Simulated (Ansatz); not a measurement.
HS, SMILES [SH], multiplicity 2.

Geometry: B3LYP-D3(BJ)/def2-TZVPD.

Two levels are set side by side: PBE/def2-TZVPD (Ansatz, an electronic-structure program) and PBE0/def2-TZVPD (Ansatz). Energy differences of separate SCF runs at the same geometry; the states with an electron removed or added have multiplicity 3 and 1. Differences are taken from unrounded values.

| quantity | PBE0 | PBE | PBE minus PBE0 |
|---|---|---|---|
| vertical ionisation energy (eV) | 10.36 | 10.39 | 0.03 |
| vertical electron affinity (eV) | 2.23 | 2.33 | 0.09 |
